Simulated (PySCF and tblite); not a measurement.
The numbers below are computed, except where a source is named.
C₄H₉F, numbered as in [CH3:1][CH2:2][CH2:3][CH2:4][F:5].

The ensemble was built from 90 distance-geometry starts (ETKDG and KDG, MMFF94s, GFN2-xTB) and rests on PBE0-D3(BJ)/def2-SVP geometries. Free energies are PBE0-D3(BJ)/def2-TZVP single points with GFN2-xTB rigid-rotor and vibrational terms (modes under about 100 cm⁻¹ blended into free rotors). Symmetry numbers and mirror images are counted. Conformers within 4 kcal/mol (GFN2-xTB free energy) were kept, 7 at most. Codes: tblite and PySCF.

Rotational constants are equilibrium values for the commonest isotopes; dipoles come from the energy level named.

Torsions listed: C1–C2–C3–C4, C2–C3–C4–F5. Of a mirror pair one member is shown.

| conformer | shape | symmetry |
| --- | --- | --- |
| 1 | 177°, -61° | C1 (pair) |
| 2 | 180°, 180° | Cs |
| 3 | -62°, -56° | C1 (pair) |
| 4 | 64°, 175° | C1 (pair) |
| 5 | 69°, -67° | C1 (pair) |

Question: Give the rotational constants and dipole components, as needed to look for these species in a jet-cooled rotational spectrum.

Answer: 
```
conformer  A (MHz)  B (MHz)  C (MHz)  abs μa (D)  abs μb (D)  abs μc (D)      κ  Ic−Ia−Ib (u Å²)
        1    12542     2363     2176        0.85        1.39        0.41  -0.96            -21.9
        2    19221     1940     1844        1.70        0.87        0.00  -0.99            -12.7
        3     8263     3010     2742        0.86        1.11        0.91  -0.90            -44.8
        4    12793     2290     2114        1.89        0.05        0.42  -0.97            -21.1
        5     7412     3581     2681        0.35        1.69        0.25  -0.62            -20.8
```

Question: Which type of transition is strongest for conformer 1?

Answer: b-type, since that component is clearly the largest; the top is near-prolate.
